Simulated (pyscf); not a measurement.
This saddle point was located with ωB97X-D3(BJ)/def2-SVP in PySCF.

```xyz
8

C     -0.5622     0.3987     0.0624
C      0.7283     0.0065     0.0752
H     -1.2368    -0.6222     0.1662
H     -0.9480     1.2915    -0.4350
H      1.5391     0.5522    -0.4205
H      0.9644    -0.9178     0.6192
Cl    -1.6101    -1.7719     1.6344
H     -1.0669    -0.0304     1.0967
```

Surface: singlet, charge 0. Lowest wavenumbers (cm⁻¹): 1698i, 152, 423, 595, 721.

Question: What reaction is this the transition state of?

Answer: ethylene (H₂C=CH₂) + hydrogen chloride (HCl) ⇌ ethylene (H₂C=CH₂) + hydrogen chloride (HCl), a four-centre exchange read from left to right: C–H, Cl–H broken and C–H, Cl–H formed. At CCSD(T)/def2-TZVPP + ΔMP2(QZVPP) it lies +58.5 kcal/mol from the left side and +58.5 kcal/mol from the right (each side as separated species at their lowest minima found). The same reactants have a lower exit, to H₃C–CH₂–Cl (barrier +39.2 kcal/mol at ωB97M-D3(BJ), against +55.6 kcal/mol here). One saddle was located; it need not be the lowest between these sides. The CCSD(T) − MP2 part came from Ansatz, without density fitting, on the same reference.
